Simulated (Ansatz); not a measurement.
# BFH2: the cost of one run

Method: RKS PBE0-D4/def2-SVP, in Ansatz 0.2.0.

### Step 1. The starting structure

Bond lengths: B1–F2 1.320 Å, B1–H3 1.190 Å, B1–H4 1.190 Å. Angles: F2–B1–H3 120.0°, F2–B1–H4 120.0°, H3–B1–H4 120.0°.

Structure file:

```xyz
4

B     0.0000    0.0000    0.0000
F     0.0000    0.0000    1.3200
H     1.0305    0.0000   -0.5950
H    -1.0305    0.0000   -0.5950
```

### Step 2. Relaxing the start

Input file input.yaml:

```yaml
crystal:
  periodic: [false, false, false]
  atoms:
    - { symbol: B, position_ang: [0.0, 0.0, 0.0] }
    - { symbol: F, position_ang: [0.0, 0.0, 1.32] }
    - { symbol: H, position_ang: [1.0305, 0.0, -0.595] }
    - { symbol: H, position_ang: [-1.0305, 0.0, -0.595] }
basis:
  gaussian: { orbitals: def2-SVP }
hamiltonian:
  xc: pbe0
  dispersion: d4
relax:
  f_tol: 0.02
  max_steps: 40
```

On the command line:

```console
ansatz run input.yaml --threads 1 --pin off --max-ram 2048MiB --backend cpu --events-out ev --progress --plain --runs-dir out
```

**Question.** How long does this run take on 1 thread of Arm Neoverse V1, shared host, and how much memory does it need?

About 2.6 s, with a peak of 0.094 GiB.
